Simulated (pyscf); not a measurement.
Four-centre exchange: HO–GaH₂ + hydrogen (H₂) → HO–GaH₂ + hydrogen (H₂)

Gas phase, singlet surface, charge 0. Bonds broken: Ga2–H4, H6–H7. Bonds formed: Ga2–H6, H4–H7. PySCF, gas phase, ωB97X-D3(BJ)/def2-SVP geometries.

Transition state (Å):

```xyz
7

O      0.4826    -2.7257    -0.3615
Ga     1.1947    -1.1393     0.0380
H     -0.4580    -2.8342    -0.1899
H      0.1205     0.1937    -0.4091
H      2.6605    -0.7174    -0.1402
H      0.5591    -0.4990     1.5602
H      0.1534     0.0281     0.6807
```

One imaginary mode, 1597i cm⁻¹; descent along it reached the two sides named.

```csv
bond,change,reactant side (Å),saddle,product side
Ga2–H4,breaks,1.566,1.769,2.6
H6–H7,breaks,0.762,1.103,2.8
Ga2–H6,forms,2.7,1.769,1.565
H4–H7,forms,2.8,1.103,0.762
```

Electronic energies relative to the separated reactants (eV):

| level | barrier | reaction energy | reverse barrier |
|---|---|---|---|
| ωB97X-D3(BJ)/def2-TZVP | 1.56 | 0.00 | 1.56 |
| PBE/def2-TZVP | 1.33 | 0.00 | 1.33 |
| r²SCAN/def2-TZVP | 1.35 | 0.00 | 1.35 |
| B3LYP-D3(BJ)/def2-TZVP | 1.55 | 0.00 | 1.55 |
| PBE0-D3(BJ)/def2-TZVP | 1.38 | 0.00 | 1.38 |
| M06-2X/def2-TZVP | 1.56 | 0.00 | 1.56 |
| ωB97M-D3(BJ)/def2-TZVP | 1.58 | 0.00 | 1.58 |
| HF/def2-TZVP | 2.06 | 0.00 | 2.06 |

With ωB97M-D3(BJ)/def2-TZVP energies and thermal terms (ideal gas, 1 atm, RRHO with modes under 100 cm⁻¹ raised to 100, one conformer, R ln 2 for chiral ones without a mode under 150 cm⁻¹), in eV:

```csv
T (K),ΔH‡,ΔG‡,ΔH,ΔG
298,1.60,1.94,0.00,0.00
600,1.56,2.31,0.00,0.00
900,1.55,2.69,0.00,0.00
1200,1.56,3.06,0.00,0.00
```

At the saddle there is also a short Ga–H contact that neither side keeps. The same reactants have a lower exit, to GaH₃ + H₂O (barrier +0.96 eV at ωB97M-D3(BJ)/def2-TZVP, against +1.58 eV here). This is the saddle that the search found; another between the same sides may lie lower. Elements up to Kr have no core potential and no relativistic terms here.
